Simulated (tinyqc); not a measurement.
Inside a calculation. Method: CCD on RHF in the sto-6g basis, frozen core, for H2O, spin multiplicity 1. One step of it, computed by the program tinyqc.

Problem. Orthogonalisation. S = U s U^T; symmetric (Loewdin) form X = U s^(-1/2) U^T, so that X^T S X = 1.

overlap S, lower triangle:
```
           1O 1s     1O 2s    1O 2px     1O 2py    1O 2pz     2H 1s     3H 1s
1O 1s   1.000000
1O 2s   0.231145  1.000000
1O 2px  0.000000  0.000000  1.000000
1O 2py  0.000000  0.000000  0.000000   1.000000
1O 2pz  0.000000  0.000000  0.000000   0.000000  1.000000
2H 1s   0.050480  0.450492  0.000000   0.273260  0.261511  1.000000
3H 1s   0.049588  0.445576  0.000000  -0.270995  0.259797  0.276988  1.000000
```

Give: eigenvalues of S; X.

Solution.

eigenvalues of S: 0.3722  0.4526  0.8793  1.0000  1.1040  1.2705  1.9213

X, lower triangle:
```
          1O 1s    1O 2s  1O 2px   1O 2py   1O 2pz    2H 1s   3H 1s
1O 1s    1.0226
1O 2s   -0.1363   1.2103
1O 2px   0.0000   0.0000  1.0000
1O 2py  -0.0001   0.0017  0.0000   1.0854
1O 2pz  -0.0095   0.1081  0.0000   0.0008   1.0617
2H 1s    0.0188  -0.2684  0.0000  -0.2006  -0.1533   1.1885
3H 1s    0.0186  -0.2630  0.0000   0.1982  -0.1510  -0.1022  1.1839
```
